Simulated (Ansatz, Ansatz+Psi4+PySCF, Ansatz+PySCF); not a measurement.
| atom | x (Å) | y (Å) | z (Å) |
| --- | --- | --- | --- |
| N | 0.0809 | -0.6341 | 0.0028 |
| N | 0.0768 | 0.4740 | 0.0022 |
| H | -1.1749 | 1.1457 | 0.0006 |

Basis set: cc-pVTZ (spherical functions). Frozen core: 2 orbitals. Correlation on ROHF uses semicanonical orbitals with singles. Charge 0, multiplicity 2.

Computed with Ansatz (development build ahead of 0.2.0); each method stands on the lowest determinant of its kind that the runs found.

The atomization energy at this shape (free ground-state atoms in the same class of orbitals less the molecule, no zero-point energy) of doublet N₂H:

```json
{"method": "ROHF-CCSD(T)", "atomization energy": "8.70 eV"}
{"method": "UHF-MP2", "atomization energy": "8.74 eV"}
```

What does ROHF-MP2 give?

9.14 eV. Caution: the shape is not the minimum. Caution for UHF-MP2: the unrestricted determinant is spin contaminated.
